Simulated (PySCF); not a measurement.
**Beryllium: a sound run and one with changed settings**

Sound run: Be [He] 2s2, Be⁺ [He] 2s1. Calculation: PySCF 2.14, in cc-pVDZ-DK; the spin-free X2C one-electron Hamiltonian (Gaussian nucleus). In the sound run the correlated levels freeze 1s2. The sound run starts from symmetry-adapted Hartree-Fock orbitals and uses a fine grid where one is needed.

Changed run: basis STO-3G, all-electron and non-relativistic. This setting is unsound on purpose.

```tsv
species	method	sound run (hartree)	changed run (hartree)	converged
Be	UHF	-14.57484	-14.35188	yes
Be	B3LYP	-14.67383	-14.45101	yes
Be	BP86	-14.65999	-14.43611	yes
Be	MP2	-14.60046	-14.37567	yes
Be	CCSD(T)	-14.61934	-14.40333	yes
Be⁺	UHF	-14.27791	-14.09784	yes
Be⁺	B3LYP	-14.33712	-14.15225	yes
Be⁺	BP86	-14.32354	-14.13816	yes
```

Ionisation energy of Be:

```json
{"method": "UHF", "sound run (eV)": "8.080", "changed run (eV)": "6.913"}
{"method": "B3LYP", "sound run (eV)": "9.162", "changed run (eV)": "8.130"}
{"method": "BP86", "sound run (eV)": "9.155", "changed run (eV)": "8.107"}
{"method": "MP2", "sound run (eV)": "8.777", "changed run (eV)": "7.560"}
{"method": "SCS-MP2", "sound run (eV)": "8.916", "changed run (eV)": "7.690"}
{"method": "CCSD", "sound run (eV)": "9.291", "changed run (eV)": "8.313"}
{"method": "CCSD(T)", "sound run (eV)": "9.291", "changed run (eV)": "8.313"}
{"method": "CCSDT", "sound run (eV)": "9.291", "changed run (eV)": "8.313"}
{"method": "FCI", "sound run (eV)": "9.291", "changed run (eV)": "8.313"}
```

A minimal basis cannot let orbitals breathe on ionisation and holds almost no correlation. The Hamiltonian changed with the basis, so the totals do not compare.

For comparison, NIST gives 9.323 eV between the lowest levels.
